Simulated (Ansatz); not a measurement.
Z-matrix (Å, degrees):
```
C
H 1 1.0789
H 1 1.0789 2 120.00
H 1 1.0789 2 120.00 3 -179.99
```
Charge 0, spin multiplicity 2.

Computed with frozen-core CCSD(T)/def2-TZVPP // B3LYP-D3(BJ)/def2-TZVP in Ansatz (an electronic-structure program).

The HF energy is -39.57871 Ha. The MP2 correlation energy is -0.15761 Ha.

Problem. Estimate the CCSD correlation energy, the (T) correction, the total energy and the T1 diagnostic.

Solution. 
CCSD correlation energy: -0.17834 Ha
(T) correction: -0.00468 Ha
CCSD(T) total energy: -39.76172 Ha
T1 diagnostic: 0.008
